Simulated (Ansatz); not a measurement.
Ansatz input

```yaml
crystal:
  lattice:
    - [0.0, 8.8509350933, 15.884346398]
    - [7.41987031, 0.0, 15.884346398]
    - [7.41987031, 8.8509350933, 0.0]
  atoms:
    - { symbol: S, position: [0.3585057653, 0.4376050485, 0.5267356137] }
    - { symbol: S, position: [0.6771535725, 0.5267356137, 0.4376050485] }
    - { symbol: S, position: [0.5267356137, 0.6771535725, 0.3585057653] }
    - { symbol: S, position: [0.4376050485, 0.3585057653, 0.6771535725] }
    - { symbol: S, position: [0.5728464275, 0.7232643863, 0.8123949515] }
    - { symbol: S, position: [0.7232643863, 0.5728464275, 0.8914942347] }
    - { symbol: S, position: [0.8123949515, 0.8914942347, 0.5728464275] }
    - { symbol: S, position: [0.8914942347, 0.8123949515, 0.7232643863] }
    - { symbol: S, position: [0.2639418456, 0.33270374, 0.5117984669] }
    - { symbol: S, position: [0.8915559475, 0.5117984669, 0.33270374] }
    - { symbol: S, position: [0.5117984669, 0.8915559475, 0.2639418456] }
    - { symbol: S, position: [0.33270374, 0.2639418456, 0.8915559475] }
    - { symbol: S, position: [0.3584440525, 0.7382015331, 0.91729626] }
    - { symbol: S, position: [0.7382015331, 0.3584440525, 0.9860581544] }
    - { symbol: S, position: [0.91729626, 0.9860581544, 0.3584440525] }
    - { symbol: S, position: [0.9860581544, 0.91729626, 0.7382015331] }
    - { symbol: S, position: [0.4084513879, 0.3051433079, 0.4420463573] }
    - { symbol: S, position: [0.8443589469, 0.4420463573, 0.3051433079] }
    - { symbol: S, position: [0.4420463573, 0.8443589469, 0.4084513879] }
    - { symbol: S, position: [0.3051433079, 0.4084513879, 0.8443589469] }
    - { symbol: S, position: [0.4056410531, 0.8079536427, 0.9448566921] }
    - { symbol: S, position: [0.8079536427, 0.4056410531, 0.8415486121] }
    - { symbol: S, position: [0.9448566921, 0.8415486121, 0.4056410531] }
    - { symbol: S, position: [0.8415486121, 0.9448566921, 0.8079536427] }
    - { symbol: S, position: [0.8295709999, 0.6563744744, 0.2103909959] }
    - { symbol: S, position: [0.6563744744, 0.8295709999, 0.3036635298] }
    - { symbol: S, position: [0.2103909959, 0.3036635298, 0.8295709999] }
    - { symbol: S, position: [0.3036635298, 0.2103909959, 0.6563744744] }
    - { symbol: S, position: [0.5936255256, 0.4204290001, 0.9463364702] }
    - { symbol: S, position: [0.0396090041, 0.9463364702, 0.4204290001] }
    - { symbol: S, position: [0.9463364702, 0.0396090041, 0.5936255256] }
    - { symbol: S, position: [0.4204290001, 0.5936255256, 0.0396090041] }
hamiltonian:
  xc: blyp
  pseudopotentials:
    kind: paw
    azcp:
      S: "pseudopotentials/S.paw.azcp"
basis:
  ecutwfc: 420
  fft_grid_basis: typed
kpoints:
  mp_grid: { grid: [2, 2, 2], shift: [0, 0, 0] }
magnetization:
  spin_polarized: false
scf:
  occupations: { method: fermi_dirac, width: 0.1 }
```

Output

```
Engine: ansatz 0.2.0, aarch64-unknown-linux-gnu
Pseudopotentials: kind: paw
Pseudopotential: S, paw, valence charge 6, recommended cutoff 420 eV (normal) 
Functional definition: BLYP
  parameter beta = 0.0042
  parameter a = 0.04918
  parameter b = 0.132
  parameter c = 0.2533
  parameter d = 0.349
  exchange = b88_x(beta = beta)
  correlation = lyp_c(a = a, b = b, c = c, d = d)
Crystal: 32 atoms, lattice volume = 2086.339 Å³
Basis set: ecut = 420 eV, 40785 PW (Γ), exchange–correlation on 250×240×160 points (8 copies of the dense FFT grid, shifted against one another)
Bands: 128, of which v1, the nominal top of the filled ones, is band 96 counted from 1 (95 counted from 0)
Symmetry: 8 space group operations
Space group: Fddd (ITA 70), of the structure as read, at distance tolerance 1.3e-4 Å
k-points: 5 of 8
Non-local potential: S, projectors of the file, l = 0: 2, l = 1: 2, l = 2: 2
PAW form: soft (Blöchl's): semilocal exchange-correlation on the pseudo side does not see the compensation charge
PAW frozen core: S, regenerated for the run's functional, and the local potential with it (the file was generated under x = pbe(κ = 0.804, μ = 0.2195149727645171), c = pbe(β = 0.06672455060314922))
PAW one-centre angular grid: S, 110 points (default); XC on 64 Gauss nodes
Initial density: superposition of atomic densities (neutral atoms: chi_scale 0, normalization atom), corrected by the library's trained network
Initial wavefunctions: pseudopotential atomic-orbital guess
Functional: x = b88, c = lyp
SCF iter   1: F=—  HF=-29012.335848 eV  |F-HF|=—  |Δ(HF+E_count)|=         —  Δρ=3.03e-3  dr2=1.59e-1  ethr=1.77e-3  ⟨swp⟩=5.8  Hψ=2634  notcnv=0
SCF iter   2: F=—  HF=-29012.312692 eV  |F-HF|=—  |Δ(HF+E_count)|=   2.32e-2  Δρ=1.44e-3  dr2=2.89e-2  ethr=8.26e-5  ⟨swp⟩=2.4  Hψ=1163  notcnv=0
SCF iter   3: F=—  HF=-29012.315946 eV  |F-HF|=—  |Δ(HF+E_count)|=   3.25e-3  Δρ=2.55e-4  dr2=2.07e-3  ethr=1.51e-5  ⟨swp⟩=2.0  Hψ=951  notcnv=0
SCF iter   4: F=—  HF=-29012.316059 eV  |F-HF|=—  |Δ(HF+E_count)|=   1.12e-4  Δρ=5.86e-5  dr2=1.38e-4  ethr=1.08e-6  ⟨swp⟩=2.0  Hψ=960  notcnv=0
SCF iter   5: F=—  HF=-29012.316047 eV  |F-HF|=—  |Δ(HF+E_count)|=   1.19e-5  Δρ=3.35e-5  dr2=5.91e-5  ethr=7.21e-8  ⟨swp⟩=2.0  Hψ=996  notcnv=0
SCF iter   6: F=—  HF=-29012.316519 eV  |F-HF|=—  |Δ(HF+E_count)|=   4.72e-4  Δρ=1.08e-5  dr2=2.23e-6  ethr=3.08e-8  ⟨swp⟩=2.4  Hψ=876  notcnv=0
SCF iter   7: F=—  HF=-29012.316519 eV  |F-HF|=—  |Δ(HF+E_count)|=   3.78e-7  Δρ=2.62e-6  dr2=2.38e-7  ethr=1.16e-9  ⟨swp⟩=2.4  Hψ=1016  notcnv=0
SCF iter   8: F=-29012.316519 eV  HF=-29012.316519 eV  |F-HF|=1.09e-8  |Δ(HF+E_count)|=   5.29e-8  Δρ=9.21e-7  dr2=1.90e-8  ethr=5.21e-11  ⟨swp⟩=3.0  Hψ=1460  notcnv=0
SCF 1 converged in 8 iterations: F = -29012.316519 eV  dr2 = 1.90e-8
SCF converged after 8 iterations
Free energy (F): -29012.316519 eV
Harris-Foulkes:  -29012.316519 eV  (|F-HF|=1.09e-8)
Internal energy: -29012.316507 eV  (E = F + TS)
E sigma→0 (E₀):  -29012.316513 eV
Entropy (-TS):   -0.000012 eV (-0.000 meV/atom)
Fermi energy:    -1.312276 eV
--- Per-component energies (eV) ---
  E_band       = -1573.915687
  E_kinetic    = 3378.673556
  E_local      = -13956.343096  (includes V_loc(G=0)·N_el)
  E_nonlocal   = 950.993570
  E_hartree    = 5459.017211
  E_xc         = -3048.679459
  E_vxc        = -2690.556439  (∫ρ·V_xc dr)
  E_paw        = -19386.091920  (= ΣΔE_a)
  E_vpaw       = -174.719722  (= ΣTr[D̂ρ^β])
  E_aug_tail   = 0.000049  (compensation charges beyond the density's cutoff)
  E_ewald      = -2410.455339
  E_core_change = 0.568920  (= ΣΔE_core)
  E_smearing   = -0.000012  (= −TS)
  E_closure    = -0.000000  (closes the sum)
  Σ components = -29012.316519   (vs F -29012.316519, Δ=0.00e0)
```
